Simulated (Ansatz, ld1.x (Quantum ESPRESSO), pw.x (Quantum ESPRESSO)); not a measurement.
**Equation-of-state test of one TM potential (Tc)**

- Element: Tc (Z = 43)
- Generator: ld1.x (Quantum ESPRESSO) 7.5
- Type: norm-conserving Troullier–Martins (Kleinman–Bylander form)
- Functional: LDA (PW92)
- Relativity: scalar-relativistic
- Frozen core: [Kr]
- Valence charge: 7
- Reference configuration: 4d5 5s2 5p0
- Partial waves: 5p (bound, empty): rc 3.45 bohr; 4d (bound): rc 1.70 bohr; 5s (bound): rc 2.30 bohr
- Local potential: the s channel
- Core correction: a·sin(br)/r model core inside 0.95 bohr

Crystal test: sc Tc in pw.x 7.5, no spin, 13³ k-points, Fermi–Dirac smearing 0.01 Ry, cutoffs 70/280 Ry. The reference is all-electron LAPW (Ansatz 0.2.0) with the same functional, mesh and smearing; V0 and B0 come from Birch–Murnaghan fits to the pressures at five volumes. Errors are pseudo minus all-electron; Δ is the rms difference of the E(V) curves that follow from these fits, minima aligned, over ±6 % about the mean V0. Mesh and smearing are coarse, so the numbers serve the comparison and aren't converged zero-temperature values; the lattice is a test structure that the element need not adopt.

All-electron: a0 = 2.489 Å (V0 = 15.42 Å³/atom), B0 = 257.1 GPa.

Problem. How far does the potential miss the all-electron equation of state?

Solution. mean pressure error (GPa): +19.71. The pressure does not cross zero within the volumes sampled, so no fit is given. The largest radius (3.45 bohr) exceeds half the bond length (2.35 bohr), so the spheres overlap, which is one possible source of error among others. This is a poor potential for the solid.

```
V (Å³/atom)  P all-electron (GPa)  P pseudo (GPa)
     14.665                 14.53           38.08
     15.051                  6.67           28.09
     15.437                 -0.20           19.31
     15.823                 -6.19           11.61
     16.209                -11.42            4.85
```

Problem. At the middle volume, how do free energy and pressure move when the wave cutoff is lowered (ecutrho kept at four times it)?

Solution.

```csv
cutoff (Ry),shift of F (meV/atom),shift of P (GPa)
32,+2086.4,-87.16
42,+254.1,-16.72
56,+3.6,-0.46
```

The run at the middle volume (84 k-points, 6 iterations) took about 6 s on one core of a shared host (Neoverse-V1, 32 threads, 247 GiB, load 24).
